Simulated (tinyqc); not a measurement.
UHF in the sto-3g basis, for LiH+, spin multiplicity 2, step by step (part 2 of 2). Computed by tinyqc, a small Python program that keeps every step (integrals from PySCF). Command: `OMP_NUM_THREADS=1 python tinyqc.py 30764 30765 out.jsonl` (the two numbers bound the seeds that draw the settings). One thread of a shared host (Intel(R) Xeon(R) Processor @ 2.60GHz), about 0.09 s of CPU time with the checks.

Geometry (angstrom):
```
atom         x         y         z
Li    0.000000  0.000000  0.000000
H     0.000000  0.000000  2.995000
```

## Iteration 3: diagonalisation and new density

extrapolated F(alpha) (hartree), lower triangle:
```
            1Li 1s     1Li 2s    1Li 2px    1Li 2py    1Li 2pz      2H 1s
1Li 1s   -2.741000
1Li 2s   -0.732536  -0.372615
1Li 2px   0.000000   0.000000  -0.095763
1Li 2py   0.000000   0.000000   0.000000  -0.095763
1Li 2pz   0.000617  -0.015336   0.000000   0.000000  -0.124886
2H 1s    -0.006755  -0.133265   0.000000   0.000000  -0.192030  -0.652311
```

extrapolated F(beta) (hartree), lower triangle:
```
            1Li 1s     1Li 2s    1Li 2px    1Li 2py    1Li 2pz     2H 1s
1Li 1s   -2.741187
1Li 2s   -0.733045  -0.368367
1Li 2px   0.000000   0.000000  -0.097460
1Li 2py   0.000000   0.000000   0.000000  -0.097460
1Li 2pz  -0.000036  -0.000116   0.000000   0.000000  -0.097570
2H 1s    -0.006948  -0.043664   0.000000   0.000000  -0.059400  0.133592
```

X, lower triangle:
```
            1Li 1s     1Li 2s   1Li 2px   1Li 2py    1Li 2pz     2H 1s
1Li 1s    1.023018
1Li 2s   -0.126383   1.029292
1Li 2px   0.000000   0.000000  1.000000
1Li 2py   0.000000   0.000000  0.000000  1.000000
1Li 2pz  -0.001820   0.009739  0.000000  0.000000   1.014561
2H 1s     0.011132  -0.066460  0.000000  0.000000  -0.099942  1.020798
```

Diagonalise F' = X^T F X, C = X C', fill 2 alpha and 1 beta electrons from the bottom; D(s) = C_occ C_occ^T. Each column has its largest component positive (the first on a tie).

F' = X^T F X (alpha) (hartree), lower triangle:
```
           1          2          3          4          5          6
1  -2.685028
2  -0.381871  -0.232795
3   0.000000   0.000000  -0.095763
4   0.000000   0.000000   0.000000  -0.095763
5  -0.001552   0.003089   0.000000   0.000000  -0.096189
6   0.019605  -0.082147   0.000000   0.000000  -0.122589  -0.624970
```

orbital energies (alpha) (hartree): MO1 -2.743142, MO2 -0.665533, MO3 -0.165765, MO4 -0.095763, MO5 -0.095763, MO6 -0.064544

coefficients C (alpha):
```
               MO1        MO2        MO3       MO4        MO5        MO6
1Li 1s    0.992364  -0.032231  -0.269670  0.000000   0.000000  -0.064179
1Li 2s    0.029959   0.108008   1.003980  0.000000   0.000000   0.243692
1Li 2px   0.000000   0.000000   0.000000  0.084117   0.996456   0.000000
1Li 2py   0.000000   0.000000   0.000000  0.996456  -0.084117   0.000000
1Li 2pz   0.000249   0.114976  -0.225425  0.000000   0.000000   0.987616
2H 1s    -0.002384   0.952898  -0.154858  0.000000   0.000000  -0.352925
```

F' = X^T F X (beta) (hartree), lower triangle:
```
           1          2          3          4          5         6
1  -2.685180
2  -0.381756  -0.236819
3   0.000000   0.000000  -0.097460
4   0.000000   0.000000   0.000000  -0.097460
5  -0.002433   0.006254   0.000000   0.000000  -0.086990
6   0.016648  -0.040611   0.000000   0.000000  -0.066417  0.155235
```

orbital energies (beta) (hartree): MO1 -2.743361, MO2 -0.184075, MO3 -0.103784, MO4 -0.097460, MO5 -0.097460, MO6 0.177467

coefficients C (beta):
```
               MO1        MO2        MO3       MO4        MO5        MO6
1Li 1s    0.992296  -0.274692   0.015794  0.000000   0.000000   0.048064
1Li 2s    0.030216   1.019384  -0.060327  0.000000   0.000000  -0.190344
1Li 2px   0.000000   0.000000   0.000000  0.894297  -0.447475   0.000000
1Li 2py   0.000000   0.000000   0.000000  0.447475   0.894297   0.000000
1Li 2pz   0.000491   0.018486   0.958998  0.000000   0.000000  -0.345546
2H 1s    -0.002677   0.062530   0.151608  0.000000   0.000000   1.014719
```

D(alpha) after iteration 3, lower triangle:
```
            1Li 1s    1Li 2s   1Li 2px   1Li 2py   1Li 2pz     2H 1s
1Li 1s    0.985825
1Li 2s    0.026249  0.012563
1Li 2px   0.000000  0.000000  0.000000
1Li 2py   0.000000  0.000000  0.000000  0.000000
1Li 2pz  -0.003458  0.012426  0.000000  0.000000  0.013219
2H 1s    -0.033078  0.102850  0.000000  0.000000  0.109560  0.908021
```

D(beta) after iteration 3, lower triangle:
```
            1Li 1s     1Li 2s   1Li 2px   1Li 2py    1Li 2pz     2H 1s
1Li 1s    0.984651
1Li 2s    0.029983   0.000913
1Li 2px   0.000000   0.000000  0.000000
1Li 2py   0.000000   0.000000  0.000000  0.000000
1Li 2pz   0.000487   0.000015  0.000000  0.000000   0.000000
2H 1s    -0.002656  -0.000081  0.000000  0.000000  -0.000001  0.000007
```

Within a degenerate level the vectors are fixed only up to a rotation; this is one choice.

## Iteration 7 (converged): orbitals

converged F(alpha) (hartree), lower triangle:
```
            1Li 1s     1Li 2s    1Li 2px    1Li 2py    1Li 2pz      2H 1s
1Li 1s   -2.727242
1Li 2s   -0.728623  -0.376845
1Li 2px   0.000000   0.000000  -0.091330
1Li 2py   0.000000   0.000000   0.000000  -0.091330
1Li 2pz   0.000342  -0.022514   0.000000   0.000000  -0.123527
2H 1s    -0.006738  -0.127522   0.000000   0.000000  -0.184627  -0.638272
```

converged F(beta) (hartree), lower triangle:
```
            1Li 1s     1Li 2s    1Li 2px    1Li 2py    1Li 2pz     2H 1s
1Li 1s   -2.726713
1Li 2s   -0.728551  -0.360698
1Li 2px   0.000000   0.000000  -0.089828
1Li 2py   0.000000   0.000000   0.000000  -0.089828
1Li 2pz   0.000303  -0.000086   0.000000   0.000000  -0.091627
2H 1s    -0.006871  -0.045412   0.000000   0.000000  -0.062363  0.101960
```

As before.

F' = X^T F X (alpha) (hartree), lower triangle:
```
           1          2          3          4          5          6
1  -2.671725
2  -0.378793  -0.238951
3   0.000000   0.000000  -0.091330
4   0.000000   0.000000   0.000000  -0.091330
5  -0.000758  -0.005417   0.000000   0.000000  -0.096304
6   0.018801  -0.075833   0.000000   0.000000  -0.115832  -0.612734
```

orbital energies (alpha) (hartree): MO1 -2.729366, MO2 -0.650211, MO3 -0.169866, MO4 -0.091330, MO5 -0.091330, MO6 -0.070272

coefficients C (alpha):
```
               MO1        MO2        MO3       MO4        MO5        MO6
1Li 1s    0.992366  -0.031759  -0.274885  0.000000   0.000000  -0.036142
1Li 2s    0.029954   0.106330   1.023984  0.000000   0.000000   0.138491
1Li 2px   0.000000   0.000000   0.000000  0.498192   0.867067   0.000000
1Li 2py   0.000000   0.000000   0.000000  0.867067  -0.498192   0.000000
1Li 2pz   0.000453   0.111526  -0.121515  0.000000   0.000000   1.006090
2H 1s    -0.002470   0.954308  -0.189567  0.000000   0.000000  -0.331531
```

F' = X^T F X (beta) (hartree), lower triangle:
```
           1          2          3          4          5         6
1  -2.671070
2  -0.379836  -0.229527
3   0.000000   0.000000  -0.089828
4   0.000000   0.000000   0.000000  -0.089828
5  -0.002116   0.006541   0.000000   0.000000  -0.080584
6   0.016489  -0.040830   0.000000   0.000000  -0.066923  0.123206
```

orbital energies (beta) (hartree): MO1 -2.728833, MO2 -0.177984, MO3 -0.100173, MO4 -0.089828, MO5 -0.089828, MO6 0.149016

coefficients C (beta):
```
               MO1        MO2        MO3        MO4       MO5        MO6
1Li 1s    0.992385  -0.273288   0.022199   0.000000  0.000000   0.051558
1Li 2s    0.029883   1.015147  -0.084150   0.000000  0.000000  -0.203538
1Li 2px   0.000000   0.000000   0.000000   0.999435  0.033613   0.000000
1Li 2py   0.000000   0.000000   0.000000  -0.033613  0.999435   0.000000
1Li 2pz   0.000353   0.028242   0.945078   0.000000  0.000000  -0.381381
2H 1s    -0.002641   0.081068   0.188111   0.000000  0.000000   1.007270
```

D(alpha) after iteration 7, lower triangle:
```
            1Li 1s    1Li 2s   1Li 2px   1Li 2py   1Li 2pz     2H 1s
1Li 1s    0.985798
1Li 2s    0.026348  0.012203
1Li 2px   0.000000  0.000000  0.000000
1Li 2py   0.000000  0.000000  0.000000  0.000000
1Li 2pz  -0.003092  0.011872  0.000000  0.000000  0.012438
2H 1s    -0.032759  0.101398  0.000000  0.000000  0.106429  0.910709
```

D(beta) after iteration 7, lower triangle:
```
            1Li 1s     1Li 2s   1Li 2px   1Li 2py    1Li 2pz     2H 1s
1Li 1s    0.984828
1Li 2s    0.029655   0.000893
1Li 2px   0.000000   0.000000  0.000000
1Li 2py   0.000000   0.000000  0.000000  0.000000
1Li 2pz   0.000350   0.000011  0.000000  0.000000   0.000000
2H 1s    -0.002621  -0.000079  0.000000  0.000000  -0.000001  0.000007
```

Within a degenerate level the vectors are fixed only up to a rotation; this is one choice.

## Convergence

Stop when the energy changes by less than 1e-08 hartree and every element of the error matrix X^T (F D S - S D F) X (for each spin) is below 3e-05.

Course of the cycle:
```
iteration  E (hartree)     change  largest element of the error matrix
1          -7.37267996          -                             1.16e-01
2          -7.56453256  -1.92e-01                             8.47e-02
3          -7.60088275  -3.64e-02                             3.80e-02
4          -7.60900404  -8.12e-03                             1.26e-03
5          -7.60900923  -5.18e-06                             1.31e-04
6          -7.60900930  -7.05e-08                             9.66e-06
7          -7.60900930  -4.67e-10                             3.90e-07
```

PySCF UHF in the same basis, after a stability check = -7.60900930 hartree

Converged in 7 iterations.

## Populations, bond orders and dipole

overlap S, lower triangle:
```
           1Li 1s    1Li 2s   1Li 2px   1Li 2py   1Li 2pz     2H 1s
1Li 1s   1.000000
1Li 2s   0.241137  1.000000
1Li 2px  0.000000  0.000000  1.000000
1Li 2py  0.000000  0.000000  0.000000  1.000000
1Li 2pz  0.000000  0.000000  0.000000  0.000000  1.000000
2H 1s    0.001984  0.124058  0.000000  0.000000  0.193161  1.000000
```

Mulliken: Z minus the diagonal of D S on the atom; Loewdin: the same with S^(1/2) D S^(1/2); Mayer order: 2 sum_s sum (D(s) S)_ij (D(s) S)_ji over the two atoms.

Charges (e):
```
atom  Mulliken   Loewdin  Mulliken spin
1Li   0.943773  0.932223       0.056211
2H    0.056227  0.067777       0.943789
```

Mayer bond orders:
```
pair     order
2-1   0.106100
```

dipole moment about the origin, x y z (debye): 0.000000  0.000000  0.403583

<S^2> of the determinant (pure state: 0.75) = 0.750000
